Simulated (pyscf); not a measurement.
Single points on ωB97X-D3(BJ)/def2-SVP structures (PySCF, gas phase).

Estimate by transition-state theory the rate constant of •H₂C–SiH(Cl)–Cl + H₂ → H₃C–SiH(Cl)–Cl + H• (doublet surface; H–H broken, C–H formed) at 298 K, with ωB97M-D3(BJ)/def2-TZVP energies (ideal gas, 1 atm, RRHO with modes under 100 cm⁻¹ raised to 100, one conformer, R ln 2 for chiral ones without a mode under 150 cm⁻¹; no tunnelling).

The electronic barrier is 11.2 kcal/mol and the thermal terms add +7.7, so ΔG‡ = 18.9 kcal/mol. With k_BT/h = 6.21e+12 s⁻¹ and RT = 0.592 kcal/mol, and a volume of 4.06e-20 cm³ per molecule at 1 atm, k = 3.3e-21 cm³ molecule⁻¹ s⁻¹. Wigner's tunnelling factor for 1428i cm⁻¹ would be 2.98, likely too low at so high a frequency. A shift of 1 kcal/mol in the barrier changes k by a factor 5.4. •H₂C–SiH(Cl)–Cl lies 11.9 kcal/mol over its isomer H₃C–Si•(Cl)–Cl (electronic energy, ωB97M-D3(BJ)). This is the saddle that the search found; another between the same sides may lie lower. The angle at the transferred H is 177°.
